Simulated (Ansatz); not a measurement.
Energy needed to pull apart C$_{2}$H$_{2}$Si (SMILES C1=[Si]=C1), singlet, into free ground-state atoms, from the structure below (displaced at random from a GFN2-xTB minimum); no zero-point or spin–orbit terms; open-shell atoms are treated unrestricted, in their ground-state multiplicity.

C1  (0.153, -0.697, 0.270)
Si2  (1.187, 0.732, 0.957)
C3  (-0.146, 0.522, -0.196)
H4  (-0.176, -1.683, 0.175)
H5  (-0.901, 0.777, -1.117)
(Å)

Program: Ansatz 0.2.0. Basis: def2-TZVPP. Cores are frozen in the correlated methods.

```json
{"method": "PBE-D4", "atomization energy (kJ/mol)": "?"}
{"method": "r2SCAN-D4", "atomization energy (kJ/mol)": "?"}
{"method": "PBE0-D4", "atomization energy (kJ/mol)": "1993"}
{"method": "BHLYP-D4", "atomization energy (kJ/mol)": "1897"}
{"method": "CAM-B3LYP-D4", "atomization energy (kJ/mol)": "1968"}
{"method": "wB97M-V", "atomization energy (kJ/mol)": "1991"}
{"method": "HF", "atomization energy (kJ/mol)": "1393"}
{"method": "MP2", "atomization energy (kJ/mol)": "1960"}
{"method": "CCSD", "atomization energy (kJ/mol)": "1864"}
{"method": "CCSD(T)", "atomization energy (kJ/mol)": "1909"}
```

(1) What does r2SCAN-D4 give? (To be estimated.)

(2) What does PBE-D4 give? (Judge from chemistry; the value comes from the calculation.)

No T1 diagnostic of these runs exceeds 0.015.

## Answers

(1) The calculation gives: 1979 kJ/mol, which is about 70 kJ/mol more than CCSD(T)/def2-TZVPP.

(2) By the calculation: 2043 kJ/mol, which is about 134 kJ/mol more than CCSD(T)/def2-TZVPP.

In triple zeta the MP2 and coupled-cluster atomization energies are still short of their basis limit by a few kcal/mol a bond, whereas those of the functionals are nearly converged, so these differences are not deviations from converged CCSD(T).

For scale, one of the runs: CCSD(T)/def2-TZVPP forces, 132 basis functions (an equivalent command: `ansatz run in.yaml --threads 4`). Time: 16 s of wall clock on 4 CPU threads; the host was shared. Peak host memory: 1.1 GiB.
